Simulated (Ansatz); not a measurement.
**AlClH2N radical: functionals against CCSD(T) at one geometry**

One table from this session's results is given with a row withheld; the runs are named, their logs left out.

The runs use Ansatz 0.2.0, Gaussian basis; single points in def2-TZVPP.

Cores are frozen in the correlated methods. Orbitals are unrestricted.

**Starting geometry**

SMILES `[NH][AlH][Cl]`, 5 atoms, charge 0, spin multiplicity 2.

Atoms are counted from 1 here; the program's logs count them from 0.

Bond lengths: N1–Al2 1.753 Å, N1–H4 0.978 Å, Al2–Cl3 2.029 Å, Al2–H5 1.555 Å. Angles: Al2–N1–H4 144.3°, N1–Al2–Cl3 129.9°, N1–Al2–H5 113.4°, Cl3–Al2–H5 116.5°.

As a file:

```xyz
5
charge 0, multiplicity 2
N    -1.23240   -0.23650   -0.22150
Al    0.48510    0.06390   -0.03840
Cl    1.92430    0.29870   -1.44950
H    -2.07000   -0.37590    0.26330
H     0.92640    0.24830    1.44170
```

The first run:

Input file run/in.yaml:

```yaml
crystal:
  periodic: [false, false, false]
  atoms:
    - {symbol: N, position_ang: [-1.232400, -0.236500, -0.221500]}
    - {symbol: Al, position_ang: [0.485100, 0.063900, -0.038400]}
    - {symbol: Cl, position_ang: [1.924300, 0.298700, -1.449500]}
    - {symbol: H, position_ang: [-2.070000, -0.375900, 0.263300]}
    - {symbol: H, position_ang: [0.926400, 0.248300, 1.441700]}
basis:
  gaussian: {orbitals: def2-TZVPP}
magnetization: {spin_polarized: true, initial_magnetization: 1}
correlation: {method: ccsd_t}
scf: {omitted_lower_state_checks: [cluster_reference]}
output: {forces: true}
```

No record of the launch command was kept for these runs.

Steps of the session up to this table: CCSD(T)/def2-TZVPP; PBE0-D4/def2-TZVPP; wB97M-V/def2-TZVPP; r2SCAN-D4/def2-TZVPP; PBE-D4/def2-TZVPP; B97M-V/def2-TZVPP; HSE06-D4/def2-TZVPP.

One of the session's tables, all rows but one given; the rest of the session is left out.

```
   method  RMS force component (eV/Å)  angle to CCSD(T) forces (°)  dipole (D)
  CCSD(T)                       0.726                    reference        1.50
  PBE0-D4                       0.734                          7.9        1.48
  wB97M-V                           ?                            ?           ?
r2SCAN-D4                       0.738                          7.5        1.46
   PBE-D4                       0.843                          9.8        1.36
   B97M-V                       0.672                         10.5        1.41
 HSE06-D4                       0.737                          7.8        1.47
```

Q: Estimate the row for wB97M-V from the others.

As computed: RMS force component (eV/Å): 0.716; angle to CCSD(T) forces (°): 4.2; dipole (D): 1.47. In the column «RMS force component (eV/Å)» it lies between B97M-V (0.672) and CCSD(T) (0.726).
